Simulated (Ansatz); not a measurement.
Correlation energies of `O=[P]` radical by basis set

| atom | x (Å) | y (Å) | z (Å) |
| --- | --- | --- | --- |
| O1 | 0.570 | 0.323 | -0.337 |
| P2 | -0.570 | -0.323 | 0.337 |

Total charge 0; spin multiplicity 2. Geometry: relaxed with PBE0-D4/def2-TZVP. Frozen core, unrestricted reference, the Gaussian-basis code of Ansatz. CBS rows extrapolate triple and quadruple zeta.

```
      basis     HF (Eh)  MP2 corr.
   def2-SVP  -415.39285   -0.28207
 def2-TZVPP  -415.62217   -0.35362
 def2-QZVPP  -415.63667   -0.38228
cc-pV(D+d)Z  -415.57508   -0.28351
cc-pV(T+d)Z  -415.62437   -0.35503
cc-pV(Q+d)Z  -415.63486   -0.38257
```

**Question.** Estimate the CCSD correlation energy and the (T) correction in each basis where they were run (hartree).

**Answer.** 
| basis | CCSD corr. | (T) |
| --- | --- | --- |
| def2-SVP | -0.29211 | -0.01088 |
| def2-TZVPP | -0.36199 | -0.01837 |
| def2-QZVPP | -0.38615 | -0.02070 |
| CBS(def2) | -0.40406 | -0.02242 |
| cc-pV(D+d)Z | -0.29435 | -0.01117 |
| cc-pV(T+d)Z | -0.36318 | -0.01851 |
| cc-pV(Q+d)Z | -0.38661 | -0.02066 |
| CBS(cc) | -0.40329 | -0.02219 |
